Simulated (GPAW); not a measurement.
**PBE-D3(0)/szp(dzp) (scalar-relativistic datasets, langevin dynamics) run of CH4OSi (SMILES CO[SiH])**

Aim: molecular dynamics of CH4OSi. Input form: an ASE script.

The results are computed with GPAW 26.7.0.

3 further runs of the same task are left out: 3 set aside as unsound or not needed.

### 1 The molecule

The species is CH4OSi (7 atoms), meant as a singlet with charge 0. SMILES: `CO[SiH]`. The shape is that of a PBE0-D4/def2-TZVP optimisation. This is one conformer, not always the lowest. The run starts from this shape.

Bond lengths: C1–O2 1.410 Å, O2–Si3 1.639 Å, C1–H4 1.092 Å, C1–H5 1.095 Å, C1–H6 1.092 Å, Si3–H7 1.552 Å. Angles: C1–O2–Si3 130.6°, O2–C1–H4 109.2°, O2–C1–H5 110.9°, O2–C1–H6 109.2°, O2–Si3–H7 97.1°, H4–C1–H5 109.5°, H4–C1–H6 108.5°, H5–C1–H6 109.5°.

### 2 A short trajectory at PBE-D3(0)/szp(dzp) (scalar-relativistic datasets, langevin dynamics)

ch4osi.py reads:

```python
import numpy as np
from ase import Atoms, units
from ase.calculators.mixing import SumCalculator
from ase.md.langevin import Langevin
from ase.md.velocitydistribution import MaxwellBoltzmannDistribution, Stationary, ZeroRotation
from ase.units import Bohr
from dftd3.ase import DFTD3
from gpaw import GPAW

positions_bohr = np.array(
              [[ -0.968296,   0.917462,  -0.639672],
               [ -0.837527,  -0.843763,   1.356067],
               [  1.505923,  -2.621617,   2.324174],
               [ -2.449841,   0.341662,  -1.956811],
               [  0.838660,   1.034625,  -1.641605],
               [ -1.453766,   2.773173,   0.123588],
               [  3.480309,  -1.730233,   0.347899]])
system = Atoms(["C", "O", "Si", "H", "H", "H", "H"], positions=positions_bohr * Bohr)
system.set_cell([13.0, 13.0, 13.0])
system.center()

calculator = GPAW(mode="lcao",
                  xc="PBE",
                  maxiter=150,
                  symmetry="off",
                  basis="szp(dzp)",
                  h=0.2,
                  txt="ch4osi.txt")
system.calc = SumCalculator([DFTD3(method="PBE", damping="d3zero"), calculator])

rng = np.random.default_rng(342)
MaxwellBoltzmannDistribution(system, temperature_K=300, rng=rng)
Stationary(system)
ZeroRotation(system)
dyn = Langevin(system, timestep=0.5 * units.fs, temperature_K=300, friction=0.01 / units.fs, rng=rng, trajectory="md.traj", logfile="-")
dyn.run(30)
```

On the command line:

```console
$ OMP_NUM_THREADS=1 python ch4osi.py
```

Log:

```text
ch4osi.py:32: DeprecationWarning: Use thermalize_momenta
  MaxwellBoltzmannDistribution(system, temperature_K=300, rng=rng)
FutureWarning: The implementation of `fixcm=True` in `Langevin` does not strictly sample the correct NVT distributions. The deviations are typically small for large systems but can be more pronounced for small systems. Use `fixcm=False` together with `ase.constraints.FixCom`. `fixcm` is deprecated since ASE 3.28.0 and will be removed in a future release.
  warnings.warn(msg, FutureWarning)
Time[ps]      Etot[eV]     Epot[eV]     Ekin[eV]    T[K]
0.0000         -28.9162     -29.1926       0.2764   305.5
0.0005         -28.9334     -29.1825       0.2490   275.2
0.0010         -28.9038     -29.2285       0.3247   358.8
0.0015         -28.8824     -29.3186       0.4362   482.1
0.0020         -28.8765     -29.4160       0.5395   596.2
0.0025         -28.8870     -29.4857       0.5988   661.8
0.0030         -28.9002     -29.5103       0.6100   674.2
0.0035         -28.9271     -29.4875       0.5604   619.3
0.0040         -28.9306     -29.4258       0.4952   547.3
0.0045         -28.9030     -29.3405       0.4374   483.5
0.0050         -28.9279     -29.2516       0.3238   357.8
0.0055         -28.8852     -29.1752       0.2900   320.5
0.0060         -28.8803     -29.1160       0.2356   260.4
0.0065         -28.8679     -29.0808       0.2128   235.2
0.0070         -28.8694     -29.0745       0.2052   226.7
0.0075         -28.8565     -29.1056       0.2491   275.3
0.0080         -28.8764     -29.1642       0.2877   318.0
0.0085         -28.8697     -29.2415       0.3718   410.9
0.0090         -28.8872     -29.3243       0.4371   483.1
0.0095         -28.8842     -29.3957       0.5115   565.3
0.0100         -28.8605     -29.4466       0.5861   647.8
0.0105         -28.8754     -29.4615       0.5861   647.7
0.0110         -28.8481     -29.4263       0.5781   638.9
0.0115         -28.8346     -29.3469       0.5122   566.1
0.0120         -28.8382     -29.2436       0.4054   448.1
0.0125         -28.8387     -29.1579       0.3192   352.8
0.0130         -28.8366     -29.1273       0.2907   321.3
0.0135         -28.8580     -29.1663       0.3082   340.7
0.0140         -28.8326     -29.2688       0.4363   482.2
0.0145         -28.8077     -29.4039       0.5962   659.0
0.0150         -28.8304     -29.5283       0.6980   771.4
```

ch4osi.txt:

```text
__  _  _
 | _ |_)|_||  |
 |__||  | ||/\| - 26.7.0

units:  Angstrom and eV
cores:  1
OpenMP: False

Versions:
  Python: 3.12.14
  ASE:    3.29.0
  Numpy:  2.5.5
  Scipy:  1.18.1
  Libxc:  7.0.0

        _gpaw.cpython-312-x86_64-linux-gnu.so

[... 65 lines left out ...]
|   |                                coordinates |     weight |
[... 171 lines left out ...]
  Fourier metric: weight=20.0, sigma=0.015
[... 18 lines left out ...]
- Maximum [total energy] change in last 3 cyles: 0.0005 eV / valence electron
[... 28 lines left out ...]
  Free energy:     -29.368923
[... 78 lines left out ...]
convergence criteria:
[... 17 lines left out ...]
Converged in 8 steps
[... 15 lines left out ...]
dipole moment: (-0.065975, 0.090852, -0.048229)  # |e|*Ang
[... 11 lines left out ...]
Gap: 2.879 eV
Transition (v -> c):
  (s=0, k=0, n=8, [0.00, 0.00, 0.00]) -> (s=0, k=0, n=9, [0.00, 0.00, 0.00])
No difference between direct/indirect transitions
vacuum-level: 0.000  # V

Forces  # eV/Ang
|        x |        y |        z |
|----------|----------|----------|
|  1.20497 | -1.89839 |  1.03851 |  # C    0
| -0.27031 |  0.69444 |  0.13162 |  # O    1
| -0.01743 |  0.37599 | -0.77817 |  # Si   2
| -1.20616 | -0.48266 | -1.17123 |  # H    3
|  0.38747 |  0.11469 | -0.06270 |  # H    4
| -0.27932 |  1.34797 |  0.59681 |  # H    5
|  0.19752 | -0.16994 |  0.29826 |  # H    6

Force computation time: 0.157  # s

timing:  # [seconds]
  Total:  148.062  # ━━━━━━━━━━━━━━━━━━━━━━━━━━━━━━━━━━━━━━━━━━━━━━━━━━━━━━━━
  Init:     4.329  # ━╸
  SCF:    117.736  # ━━━━━━━━━━━━━━━━━━━━━━━━━━━━━━━━━━━━━━━━━━━━╸
  Forces:   4.462  # ━╸
  Move:    21.352  # ━━━━━━━━
```

Run time: 2.5 min. Hardware: 1 thread of Intel Xeon 6975P-C (Granite Rapids), shared host; peak memory 0.64 GiB.

The path in brief:

```csv
step,potential energy change (eV),largest force (eV/Å),temperature (K)
0,0.0000,2.8707,305
2,-0.0359,3.4024,359
4,-0.2233,2.4230,596
6,-0.3177,2.3489,674
8,-0.2332,2.7378,547
10,-0.0590,3.0588,358
12,0.0766,3.2947,260
14,0.1181,3.3765,227
16,0.0285,3.3399,318
18,-0.1317,3.1951,483
20,-0.2540,2.9429,648
22,-0.2336,2.5413,639
24,-0.0510,3.4054,448
26,0.0653,4.4044,321
28,-0.0762,3.9562,482
30,-0.3357,2.4712,771
```
